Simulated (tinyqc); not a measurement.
Inside a calculation. Method: extended Hueckel theory, for BH3-. The parameters take no account of the charge, which enters only through the electron count, and nothing here shows that the anion is bound. One step of it, computed by the program tinyqc.

Task: Orbitals. Solve H C = S C e through S^(-1/2); fill by pairs from the bottom, a degenerate level sharing its electrons equally; each orbital has its largest coefficient positive (the first on a tie).

H (eV), lower triangle:
```
,1B 2s,1B 2px,1B 2py,1B 2pz,2H 1s,3H 1s,4H 1s
1B 2s,-15.200000
1B 2px,0.000000,-8.500000
1B 2py,0.000000,0.000000,-8.500000
1B 2pz,0.000000,0.000000,0.000000,-8.500000
2H 1s,-10.394429,-8.739831,0.000000,0.108704,-13.600000
3H 1s,-10.398109,4.372169,-7.569726,0.108760,-1.797056,-13.600000
4H 1s,-10.398109,4.372169,7.569726,0.108760,-1.797056,-1.799045,-13.600000
```

overlap S, lower triangle:
```
,1B 2s,1B 2px,1B 2py,1B 2pz,2H 1s,3H 1s,4H 1s
1B 2s,1.000000
1B 2px,0.000000,1.000000
1B 2py,0.000000,0.000000,1.000000
1B 2pz,0.000000,0.000000,0.000000,1.000000
2H 1s,0.481224,0.527290,0.000000,-0.006558,1.000000
3H 1s,0.481394,-0.263781,0.456695,-0.006562,0.088091,1.000000
4H 1s,0.481394,-0.263781,-0.456695,-0.006562,0.088091,0.088188,1.000000
```

valence electrons = 7

Give: orbital energies; occupations; coefficients; sum of one-electron energies.

Result:

orbital energies (eV): -17.8255  -13.6822  -13.6815  -8.5008  2.1104  2.1120  7.3436

occupations: 2.0000  2.0000  2.0000  1.0000  0.0000  0.0000  0.0000

coefficients:
```
,MO1,MO2,MO3,MO4,MO5,MO6,MO7
1B 2s,0.5582,0.0000,0.0000,0.0141,0.0026,0.0000,1.4605
1B 2px,0.0000,0.2936,0.0000,0.0000,1.3255,0.0000,-0.0029
1B 2py,0.0000,0.0000,0.2937,0.0000,0.0000,1.3255,0.0000
1B 2pz,0.0007,0.0000,0.0000,0.9999,0.0000,0.0000,-0.0234
2H 1s,0.2688,0.6650,0.0000,-0.0050,-0.9529,0.0000,-0.7856
3H 1s,0.2689,-0.3324,0.5759,-0.0050,0.4743,-0.8241,-0.7889
4H 1s,0.2689,-0.3324,-0.5759,-0.0050,0.4743,0.8241,-0.7889
```

sum of one-electron energies = -98.8791 eV
